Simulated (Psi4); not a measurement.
**doublet [CF]2+ at 4 levels**

Aim: a comparison of 4 runs (UHF/STO-3G, UHF/3-21G, UB3LYP/6-31G*, UHSE06/aug-cc-pVTZ) of doublet [CF]2+. 

The calculation is run with Psi4 1.11.

2 further runs of the same task are left out: 2 set aside as unsound or not needed.

## (1) Starting point

[CF]2+: 2 atoms, total charge +2, spin state doublet. As SMILES of the parent species, `[C+]F`. Geometry: relaxed at PBE0-D4/def2-TZVP. That shape belongs to the parent species and isn't relaxed for this state.

Bond lengths: C1–F2 1.153 Å.

## (2) The energy at UHF/STO-3G (run 1)

File run.py:

```python
import psi4

psi4.set_memory(2200000000)
psi4.set_num_threads(1)
psi4.set_output_file('run.log', False)

molecule = psi4.geometry("""
2 2
C      0.492270    -0.160830     0.253170
F     -0.492270     0.160830    -0.253170
symmetry c1
""")

options = {'basis': 'STO-3G', 'reference': 'uhf', 'puream': True, 'e_convergence': 1e-09, 'd_convergence': 1e-08, 'scf_type': 'pk', 'maxiter': 100}
psi4.set_options(options)

e, wfn = psi4.energy('scf', return_wfn=True)
psi4.oeprop(wfn, 'DIPOLE', 'WIBERG_LOWDIN_INDICES', 'LOWDIN_CHARGES', title='SCF')
print(f'scf energy: {e:.10f} Eh')
```

Started as:

```sh
python run.py
```

run.log:

```text
[...]
  Running in c1 symmetry.
[...]
  Nuclear repulsion =   24.785948803402466
[...]
  Multiplicity = 2
[...]
  Nalpha       = 7
  Nbeta        = 6
[...]
    Number of basis functions: 10
[...]
   @UHF iter   1:  -134.06911774345096    4.58769e-01   2.57055e-02 DIIS/ADIIS
[...]
   @UHF iter  13:  -134.11780610082755   -5.96856e-13   6.72363e-09 DIIS
[...]
   @S^2 Observed:                8.054745816E-01
[...]
    Orbital Energies [Eh]
    ---------------------
    Alpha Occupied:
       1A    -27.357511     2A    -12.490554     3A     -2.708088
       4A     -1.787054     5A     -1.594742     6A     -1.594742
       7A     -1.573218
    Alpha Virtual:
       8A     -0.785458     9A     -0.785458    10A     -0.229756
    Beta Occupied:
       1A    -27.364679     2A    -12.446067     3A     -2.724875
       4A     -1.742418     5A     -1.643916     6A     -1.643916
[...]
  @UHF Final Energy:  -134.11780610082755
   => Energetics <=
    Nuclear Repulsion Energy =             24.7859488034024658
    One-Electron Energy =                -221.1357278859953794
    Two-Electron Energy =                  62.2319729817653666
    Total Energy =                       -134.1178061008275222
  UHF NO Occupations:
  HONO-2 :    5  A 1.9861664
  HONO-1 :    6  A 1.9861664
[...]
 Multipole Moments:
 ------------------------------------------------------------------------------------
     Multipole            Electronic (a.u.)      Nuclear  (a.u.)        Total (a.u.)
 ------------------------------------------------------------------------------------
 L = 1.  Multiply by 2.5417464519 to convert [e a0] to [Debye]
 Dipole X            :          0.0000000           -0.0000000            0.0000000
 Dipole Y            :          0.0000000            0.0000000            0.0000000
 Dipole Z            :          1.3700295            0.4210233            1.7910528
 Magnitude           :                                                    1.7910528
[...]
```

On the terminal:

```text
scf energy: -134.1178061008 Eh
```

Wall time 4.2 s (1 thread of Intel Xeon at 2.50GHz (Skylake/Cascade Lake), shared host); peak memory 0.18 GiB.

## (3) Energy and gradient at UHF/3-21G (run 2)

File run.py:

```python
import psi4

psi4.set_memory('2200 MB')
psi4.set_num_threads(1)
psi4.core.set_output_file('psi4.out', False)

molecule = psi4.geometry("""
2 2
C      0.492270    -0.160830     0.253170
F     -0.492270     0.160830    -0.253170
symmetry c1
""")

psi4.set_options({
    'basis': '3-21G',
    'reference': 'uhf',
    'puream': True,
    'e_convergence': 1e-09,
    'd_convergence': 1e-08,
    'scf_type': 'pk',
    'maxiter': 100,
})

energy_value, wavefunction = psi4.gradient("hf", return_wfn=True)
psi4.oeprop(wavefunction, "MULLIKEN_CHARGES", "QUADRUPOLE", "LOWDIN_CHARGES", title="HF")
print('gradient / Eh bohr^-1')
print(energy_value.np.round(6))
print(f'energy = {wavefunction.energy():.10f} Eh')
```

Started as:

```sh
python run.py
```

psi4.out, cut to the lines that bear on the results:

```text
[...]
  Running in c1 symmetry.
[...]
  Nuclear repulsion =   24.785948803402466
[...]
  Multiplicity = 2
[...]
  Nalpha       = 7
  Nbeta        = 6
[...]
    Number of basis functions: 18
[...]
   @UHF iter   1:  -135.00865244693694    1.01152e+00   2.72857e-02 ADIIS/DIIS
[...]
   @UHF iter  13:  -135.14063235456456   -2.27374e-13   3.90014e-09 DIIS
[...]
   @S^2 Observed:                7.845948986E-01
[...]
  @UHF Final Energy:  -135.14063235456456
   => Energetics <=
    Nuclear Repulsion Energy =             24.7859488034024658
    One-Electron Energy =                -223.5057259175879096
    Two-Electron Energy =                  63.5791447596208670
    Total Energy =                       -135.1406323545645591
  UHF NO Occupations:
  HONO-2 :    5  A 1.9914117
  HONO-1 :    6  A 1.9914117
[...]
  -Total Gradient:
     Atom            X                  Y                   Z
    ------   -----------------  -----------------  -----------------
       1        0.000000000000    -0.000000000000     0.001113556758
       2       -0.000000000000     0.000000000000    -0.001113556759
[...]
 Multipole Moments:
 ------------------------------------------------------------------------------------
     Multipole            Electronic (a.u.)      Nuclear  (a.u.)        Total (a.u.)
 ------------------------------------------------------------------------------------
 L = 1.  Multiply by 2.5417464519 to convert [e a0] to [Debye]
 Dipole X            :          0.0000000           -0.0000000            0.0000000
 Dipole Y            :         -0.0000000            0.0000000           -0.0000000
 Dipole Z            :          1.6551742            0.4210233            2.0761975
 Magnitude           :                                                    2.0761975
 L = 2.  Multiply by 1.3450342976 to convert [e a0^2] to [Debye ang]
 Quadrupole XX       :         -4.6885018            0.0000000           -4.6885018
 Quadrupole XY       :         -0.0000000           -0.0000000           -0.0000000
[...]
  Mulliken Charges: (a.u.)
   Center  Symbol    Alpha    Beta     Spin     Total
[...]
```

On the terminal:

```text
gradient / Eh bohr^-1
[[ 0.       -0.        0.001114]
 [-0.        0.       -0.001114]]
energy = -135.1406323546 Eh
```

Run time: 3.9 s. Hardware: 1 thread of Intel Xeon at 2.50GHz (Skylake/Cascade Lake), shared host; peak memory 0.18 GiB.

## (4) Energy and gradient at UB3LYP/6-31G(d) (Cartesian functions) (run 3)

File input.inp:

```
memory 2200 mb

molecule {
  2 2
  C
  F 1 1.152894
  symmetry c1
}

set {
  basis                6-31G*
  reference            uks
  puream               false
  e_convergence        1e-09
  d_convergence        1e-08
  scf_type             pk
  dft_radial_points    99
  dft_spherical_points 590
  maxiter              100
}

e_tot, wfn = gradient("b3lyp", return_wfn=True)
oeprop(wfn, "WIBERG_LOWDIN_INDICES", "LOWDIN_CHARGES", "DIPOLE", title="B3LYP")
```

Started as:

```sh
psi4 -i input.inp -o input.out -n 1
```

input.out:

```text
[...]
  Running in c1 symmetry.
[...]
  Nuclear repulsion =   24.785946822674067
[...]
  Multiplicity = 2
[...]
  Nalpha       = 7
  Nbeta        = 6
[...]
    Number of basis functions: 30
[...]
   @UKS iter   1:  -136.40493043937639    1.21032e+00   1.20414e-02 DIIS/ADIIS
[...]
   @UKS iter  10:  -136.48007280039107   -2.87059e-12   4.73520e-09 DIIS
[...]
   @S^2 Observed:                7.596101486E-01
[...]
    Orbital Energies [Eh]
    ---------------------
    Alpha Occupied:
       1A    -25.743509     2A    -11.436005     3A     -2.263138
       4A     -1.544027     5A     -1.406794     6A     -1.406794
       7A     -1.350775
    Alpha Virtual:
       8A     -0.954090     9A     -0.954090    10A     -0.530529
      11A     -0.201152    12A     -0.201152    13A     -0.175475
      14A     -0.151821    15A      0.349125    16A      0.439286
      17A      0.439286    18A      0.624064    19A      0.624064
      20A      0.675987    21A      0.675987    22A      0.981247
      23A      1.131884    24A      1.131884    25A      1.385418
[...]
  @UKS Final Energy:  -136.48007280039107
   => Energetics <=
    Nuclear Repulsion Energy =             24.7859468226740667
    One-Electron Energy =                -224.9632602875390432
    Two-Electron Energy =                  75.7564545824263860
    DFT Exchange-Correlation Energy =     -12.0592139179524942
    Empirical Dispersion Energy =           0.0000000000000000
    VV10 Nonlocal Energy =                  0.0000000000000000
    Total Energy =                       -136.4800728003910706
[...]
  -Total Gradient:
     Atom            X                  Y                   Z
    ------   -----------------  -----------------  -----------------
       1        0.000000000000    -0.000000000000    -0.025297885122
       2        0.000000000000    -0.000000000000     0.025296206601
[...]
 Multipole Moments:
 ------------------------------------------------------------------------------------
     Multipole            Electronic (a.u.)      Nuclear  (a.u.)        Total (a.u.)
 ------------------------------------------------------------------------------------
 L = 1.  Multiply by 2.5417464519 to convert [e a0] to [Debye]
 Dipole X            :         -0.0000000            0.0000000           -0.0000000
 Dipole Y            :         -0.0000000            0.0000000           -0.0000000
 Dipole Z            :         -1.2628850           -0.4210233           -1.6839083
 Magnitude           :                                                    1.6839083
[...]
```

Run time: 12 s. Hardware: 1 thread of Intel Xeon at 2.50GHz (Skylake/Cascade Lake), shared host; peak memory 0.3 GiB.

## (5) A single-point energy at UHSE06/aug-cc-pVTZ (run 4)

File cf.py:

```python
import psi4

psi4.set_memory('2200 MB')
psi4.set_num_threads(1)
psi4.set_output_file('run.log', False)

mol = psi4.geometry("""
2 2
C      0.492270    -0.160830     0.253170
F     -0.492270     0.160830    -0.253170
symmetry c1
""")

psi4.set_options({
    'basis': 'aug-cc-pVTZ',
    'reference': 'uks',
    'puream': True,
    'e_convergence': 1e-09,
    'd_convergence': 1e-08,
    'scf_type': 'pk',
    'dft_radial_points': 99,
    'dft_spherical_points': 590,
    'maxiter': 100,
})

energy_value, wavefunction = psi4.energy('hse06', molecule=mol, return_wfn=True)
psi4.oeprop(wavefunction, 'DIPOLE', 'MULLIKEN_CHARGES', 'MAYER_INDICES')
print('E =', round(energy_value, 9))
```

Started as:

```sh
python cf.py
```

run.log:

```text
[...]
  Running in c1 symmetry.
[...]
  Nuclear repulsion =   24.785948803402466
[...]
  Multiplicity = 2
[...]
  Nalpha       = 7
  Nbeta        = 6
[...]
    Number of basis functions: 92
[...]
   @UKS iter   1:  -136.34127644947171    1.15671e+00   3.62912e-03 ADIIS/DIIS
[...]
   @UKS iter  10:  -136.41306083019862   -2.08047e-11   4.59866e-09 DIIS
[...]
   @S^2 Observed:                7.634360975E-01
[...]
    Orbital Energies [Eh]
    ---------------------
    Alpha Occupied:
       1A    -25.783544     2A    -11.445262     3A     -2.262986
       4A     -1.545276     5A     -1.399052     6A     -1.399052
       7A     -1.348668
    Alpha Virtual:
       8A     -0.953814     9A     -0.953814    10A     -0.535519
      11A     -0.396763    12A     -0.347571    13A     -0.347571
      14A     -0.310496    15A     -0.291080    16A     -0.291080
      17A     -0.247560    18A     -0.240759    19A     -0.240759
      20A     -0.135315    21A     -0.134533    22A     -0.134533
      23A     -0.108081    24A     -0.075792    25A     -0.075792
[...]
  @UKS Final Energy:  -136.41306083019862
   => Energetics <=
    Nuclear Repulsion Energy =             24.7859488034024658
    One-Electron Energy =                -225.1922609807807873
    Two-Electron Energy =                  75.4356748694318782
    DFT Exchange-Correlation Energy =     -11.4424235222521968
    Empirical Dispersion Energy =           0.0000000000000000
    VV10 Nonlocal Energy =                  0.0000000000000000
    Total Energy =                       -136.4130608301986172
[...]
 Multipole Moments:
 ------------------------------------------------------------------------------------
     Multipole            Electronic (a.u.)      Nuclear  (a.u.)        Total (a.u.)
 ------------------------------------------------------------------------------------
 L = 1.  Multiply by 2.5417464519 to convert [e a0] to [Debye]
 Dipole X            :          0.0000000           -0.0000000            0.0000000
 Dipole Y            :         -0.0000000            0.0000000           -0.0000000
 Dipole Z            :          1.2575344            0.4210233            1.6785576
 Magnitude           :                                                    1.6785576
[...]
  Mulliken Charges: (a.u.)
   Center  Symbol    Alpha    Beta     Spin     Total
       1     C     2.82059  1.78910  1.03149  1.39030
       2     F     4.17941  4.21090 -0.03149  0.60970
   Total alpha =  7.00000, Total beta =  6.00000, Total charge =  2.00000
  Mayer Bond Indices:
  Total Bond Index:
  Irrep: 1 Size: 2 x 2
                 1                   2
[...]
```

Standard output:

```text
E = -136.41306083
```

It took 39 s on 1 thread of Intel Xeon at 2.50GHz (Skylake/Cascade Lake), shared host; peak memory 0.72 GiB.

## (6) The series

| run | level | task | Cartesian functions | energy (Eh) | HOMO energy (eV) | LUMO energy (eV) | ⟨S²⟩ | wall time |
| --- | --- | --- | --- | --- | --- | --- | --- | --- |
| 1 | UHF/STO-3G | energy | no | -134.117806 | -42.81 | -24.12 | 0.805 | 4.2 s |
| 2 | UHF/3-21G | gradient | no | -135.140632 | -43.23 | -24.03 | 0.785 | 3.9 s |
| 3 | UB3LYP/6-31G* (Cartesian functions) | gradient | yes | -136.480073 | -36.76 | -29.93 | 0.760 | 12 s |
| 4 | UHSE06/aug-cc-pVTZ | energy | no | -136.413061 | -36.70 | -29.54 | 0.763 | 39 s |

## (7) Outcome

| quantity | value |
| --- | --- |
| run 4: total energy | -136.41306 Eh |
| run 4: HOMO energy (highest over α and β) | -36.70 eV |
| run 4: LUMO energy (lowest over α and β) | -29.54 eV |
| run 4: ⟨S²⟩ | 0.763 |

In words: Totals of different functionals can't be ranked against each other. In run 1 the basis is minimal, so the values are rough. All runs together took 58 s, the longest 39 s.
